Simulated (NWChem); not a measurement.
# disilane (Si2H6); SMILES [SiH3][SiH3]

Program: NWChem. Pople sets run with spherical d functions. Each level has its own optimisation; frequencies are unscaled.

### Question
Taking PBE/6-311++G** as the yardstick, which of these has the fewest basis functions while keeping “r Si–Si (Å)” within 0.01 Å of it: PBE/6-31G*; PBE/3-21G; PBE/6-311G**; PBE/STO-3G; PBE/6-31+G*?

### Answer
PBE/6-31G*.
```json
[
 {"level": "PBE/STO-3G", "basis functions": "24", "r Si–Si (Å)": "2.253", "relative time (rough)": "1"},
 {"level": "PBE/3-21G", "basis functions": "38", "r Si–Si (Å)": "2.369", "relative time (rough)": "1"},
 {"level": "PBE/6-31G*", "basis functions": "48", "r Si–Si (Å)": "2.351", "relative time (rough)": "3"},
 {"level": "PBE/6-31+G*", "basis functions": "56", "r Si–Si (Å)": "2.352", "relative time (rough)": "4"},
 {"level": "PBE/6-311G**", "basis functions": "88", "r Si–Si (Å)": "2.354", "relative time (rough)": "6"},
 {"level": "PBE/6-311++G**", "basis functions": "102", "r Si–Si (Å)": "2.354", "relative time (rough)": "9"}
]
```

The yardstick is one finite set, not the basis-set limit.
